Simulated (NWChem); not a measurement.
**Total energies of CH3O**

```xyz
5

C     -0.6289     0.2385     0.1234
O      0.5894    -0.3303    -0.0831
H     -1.4662    -0.4429    -0.0412
H     -0.7529     1.3137    -0.0505
H      1.2772     0.3408     0.0161
```
Charge 0, spin multiplicity 2.

The numbers come from NWChem runs, not from measurements. All single points use one geometry, from UB3LYP/def2-SVP, a minimum by its harmonic frequencies. It is one conformer; others weren't searched.

Basis set: 6-31G* (34 functions).

```json
[
 {"method": "UHF", "total energy (Ha)": "-114.40633"},
 {"method": "UMP2", "total energy (Ha)": "-114.69177"},
 {"method": "UB2PLYP", "total energy (Ha)": "-114.92624"},
 {"method": "UPBE", "total energy (Ha)": "-114.91007"},
 {"method": "UB3LYP", "total energy (Ha)": "-115.04963"},
 {"method": "ULC-wPBE (omega 0.3 per bohr)", "total energy (Ha)": "-114.95347"}
]
```

Total energies of different functionals aren't comparable as a measure of quality: only differences taken within one method are. 

The correlated methods keep 2 core orbitals frozen. B3LYP has NWChem's definition, with VWN1-RPA local correlation. The Pople sets run with spherical d functions. The structure started from a generated list of species. No SCF solution was tested for a lower state. Open-shell Hartree-Fock references start from PBE0 orbitals.
